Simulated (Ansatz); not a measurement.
# Al₂H₂ (quintet): the correlation ladder, def2-TZVPP

The task here is to estimate one member of a computed series from the others.

The runs use Ansatz 0.2.0, Gaussian basis; def2-TZVPP, core rule «outside noble gas», up to 10 orbitals frozen.

Plan: UHF; ROHF; CCSD(T) on UHF.

2 further runs of the same task are left out: 2 set aside as unsound or not needed.

**The system**

The geometry is a PBE0/def2-TZVP stationary point (not a proven minimum) of the parent state, kept for this charge and spin.

4 atoms, charge 0, spin multiplicity 5.

Atoms are counted from 1 here; the program's logs count them from 0.

Bond lengths: Al1–Al2 2.300 Å, Al1–H3 1.575 Å, Al2–H4 1.575 Å. Angles: Al2–Al1–H3 180.0°, Al1–Al2–H4 180.0°.

The first run:

File in.yaml:

```yaml
crystal:
  periodic: [false, false, false]
  atoms:
    - {symbol: Al, position_ang: [0.000000, 0.000000, 1.150006]}
    - {symbol: Al, position_ang: [0.000000, 0.000000, -1.150006]}
    - {symbol: H, position_ang: [0.000000, 0.000000, 2.724549]}
    - {symbol: H, position_ang: [0.000000, 0.000000, -2.724549]}
basis:
  gaussian: {orbitals: def2-TZVPP}
magnetization: {spin_polarized: true, initial_magnetization: 4}
hamiltonian: {xc: hf}
output: {orbitals: {seedname: orbitals}}
```

The run is started by

```console
$ ansatz run in.yaml --threads 1 --pin off --events-out ev --progress --plain --max-ram 4096MiB --backend cpu
```

Among the steps run: UHF; ROHF; CCSD(T) on UHF.

One table of the session follows, with a row left open; its other results are not shown here.

It belongs to the step «Misses and costs». 

| method | from UCCSD(T) (meV) |
| --- | --- |
| ROHF | +4061.8 |
| UHF | ? |
| UMP2 | +1083.4 |
| UCCSD | +183.4 |
| UCCSD(T) | 0 |

Q: Estimate the row for UHF from the others.

The run gave: from UCCSD(T) (meV): +3925.6. In the column «from UCCSD(T) (meV)» it lies between UMP2 (+1083.4) and ROHF (+4061.8).
